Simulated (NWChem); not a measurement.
Everything below was run with NWChem. System: C (+1), charge 1, spin multiplicity 2. Its SCF solution wasn't tested for a lower state. Level: UPBE/6-31G* (spherical d).

Part of the output:

```
             Northwest Computational Chemistry Package (NWChem) 7.3.0
             --------------------------------------------------------

                                NWChem Input Module
                                -------------------

 Scaling coordinates for geometry "geometry" by  1.889725989
 (inverse scale =  0.529177249)

                             Geometry "geometry" -> ""
                             -------------------------

 Output coordinates in angstroms (scale by  1.889725989 to convert to a.u.)

  No.       Tag          Charge          X              Y              Z
 ---- ---------------- ---------- -------------- -------------- --------------
    1 C                    6.0000     0.00000000     0.00000000     0.00000000

 Effective nuclear repulsion energy (a.u.)       0.0000000000

            Nuclear Dipole moment (a.u.)
            ----------------------------
        X                 Y               Z
 ---------------- ---------------- ----------------
     0.0000000000     0.0000000000     0.0000000000

      Symmetry information
      --------------------

 Group name             D2h
 Group number             26
 Group order               8
 No. of unique centers     1

      Symmetry unique atoms

     1


 Summary of "ao basis" -> "" (spherical)
 ------------------------------------------------------------------------------
       Tag                 Description            Shells   Functions and Types
 ---------------- ------------------------------  ------  ---------------------
 *                           6-31g*                   on all atoms

  pbe96 is a nonlocal functional; adding pw91lda local functional.

                                 NWChem DFT Module
                                 -----------------

 Summary of "ao basis" -> "ao basis" (spherical)
 ------------------------------------------------------------------------------
       Tag                 Description            Shells   Functions and Types
 ---------------- ------------------------------  ------  ---------------------
 C                           6-31g*                  6       14   3s2p1d

 Summary of "ao basis" -> "ao basis" (spherical)
 ------------------------------------------------------------------------------
       Tag                 Description            Shells   Functions and Types
 ---------------- ------------------------------  ------  ---------------------
 C                           6-31g*                  6       14   3s2p1d
[...]
  ----- ------------  ---------------      ----- ------------  ---------------
     1      0.994939  1 C  s                  2      0.030786  1 C  s

 Vector    2  Occ=1.000000D+00  E=-9.640121D-01  Symmetry=ag
              MO Center= -9.1D-38,  2.2D-38,  1.7D-38, r^2= 7.2D-01
   Bfn.  Coefficient  Atom+Function         Bfn.  Coefficient  Atom+Function
  ----- ------------  ---------------      ----- ------------  ---------------
     2      0.604446  1 C  s                  6      0.469859  1 C  s
     1     -0.238195  1 C  s

 Vector    3  Occ=1.000000D+00  E=-6.603265D-01  Symmetry=b3u
              MO Center= -1.0D-16, -3.5D-16, -3.6D-16, r^2= 7.5D-01
   Bfn.  Coefficient  Atom+Function         Bfn.  Coefficient  Atom+Function
  ----- ------------  ---------------      ----- ------------  ---------------
     3      0.781530  1 C  px                 7      0.321196  1 C  px

 Vector    4  Occ=0.000000D+00  E=-6.317461D-01  Symmetry=b1u
              MO Center=  3.0D-31,  4.6D-32, -1.1D-22, r^2= 7.9D-01
   Bfn.  Coefficient  Atom+Function         Bfn.  Coefficient  Atom+Function
  ----- ------------  ---------------      ----- ------------  ---------------
     5      0.762827  1 C  pz                 9      0.344473  1 C  pz

 Vector    5  Occ=0.000000D+00  E=-6.317461D-01  Symmetry=b2u
              MO Center= -3.5D-31, -1.4D-22, -5.5D-32, r^2= 7.9D-01
   Bfn.  Coefficient  Atom+Function         Bfn.  Coefficient  Atom+Function
  ----- ------------  ---------------      ----- ------------  ---------------
     4      0.762827  1 C  py                 8      0.344473  1 C  py

 Vector    6  Occ=0.000000D+00  E= 1.032731D-01  Symmetry=b3u
              MO Center= -8.7D-18, -1.9D-18, -4.8D-20, r^2= 2.1D+00
   Bfn.  Coefficient  Atom+Function         Bfn.  Coefficient  Atom+Function
  ----- ------------  ---------------      ----- ------------  ---------------
     7      1.173661  1 C  px                 3     -0.932662  1 C  px

                     DFT Final Beta Molecular Orbital Analysis
                     -----------------------------------------

 Vector    1  Occ=1.000000D+00  E=-1.058923D+01  Symmetry=ag
              MO Center=  8.1D-22, -4.8D-22, -4.0D-22, r^2= 2.8D-02
   Bfn.  Coefficient  Atom+Function         Bfn.  Coefficient  Atom+Function
  ----- ------------  ---------------      ----- ------------  ---------------
     1      0.995127  1 C  s                  2      0.029651  1 C  s

 Vector    2  Occ=1.000000D+00  E=-9.101373D-01  Symmetry=ag
              MO Center=  6.8D-18, -6.4D-17,  2.6D-16, r^2= 7.4D-01
   Bfn.  Coefficient  Atom+Function         Bfn.  Coefficient  Atom+Function
  ----- ------------  ---------------      ----- ------------  ---------------
     2      0.583919  1 C  s                  6      0.490356  1 C  s
     1     -0.236665  1 C  s

 Vector    3  Occ=0.000000D+00  E=-6.119406D-01  Symmetry=b1u
              MO Center=  5.7D-32,  5.5D-32, -2.6D-16, r^2= 7.9D-01
   Bfn.  Coefficient  Atom+Function         Bfn.  Coefficient  Atom+Function
  ----- ------------  ---------------      ----- ------------  ---------------
     5      0.760757  1 C  pz                 9      0.347019  1 C  pz

 Vector    4  Occ=0.000000D+00  E=-6.119406D-01  Symmetry=b2u
              MO Center=  3.6D-32,  6.4D-17, -1.3D-32, r^2= 7.9D-01
   Bfn.  Coefficient  Atom+Function         Bfn.  Coefficient  Atom+Function
  ----- ------------  ---------------      ----- ------------  ---------------
     4      0.760757  1 C  py                 8      0.347019  1 C  py

 Vector    5  Occ=0.000000D+00  E=-5.404329D-01  Symmetry=b3u
              MO Center= -5.4D-17,  7.5D-17, -6.9D-17, r^2= 8.4D-01
   Bfn.  Coefficient  Atom+Function         Bfn.  Coefficient  Atom+Function
  ----- ------------  ---------------      ----- ------------  ---------------
     3      0.729595  1 C  px                 7      0.384616  1 C  px

   alpha - beta orbital overlaps
   -----------------------------

   alpha      1      2      3      4      5      6      7      8      9     10
    beta      1      2      5      3      4      8      6      7      9     13
 overlap   1.000  0.999  0.999  1.000  1.000  0.999  1.000  1.000  1.000  1.000

   alpha     11     12     13     14
    beta     12     14     11     10
 overlap   1.000  0.999  1.000  1.000

     --------------------------
     Expectation value of S2:
     --------------------------
      <S2> =      0.7515 (Exact =     0.7500)

 Task  times  cpu:        0.1s     wall:        0.1s

 Total times  cpu:        0.2s     wall:        0.2s
```

Q: Write an NWChem input that would produce this output.

A: One answer among several that fit: 
```
start mol
memory heap 200 mb stack 900 mb global 1100 mb
charge 1
geometry units angstroms nocenter noautoz
  C      0.000000     0.000000     0.000000
  symmetry group D2h
end
basis spherical
  * library 6-31g*
end
dft
  xc xpbe96 cpbe96
  odft
  mult 2
  semidirect memsize 60000000 filesize 0
  iterations 100
end
task dft energy
```
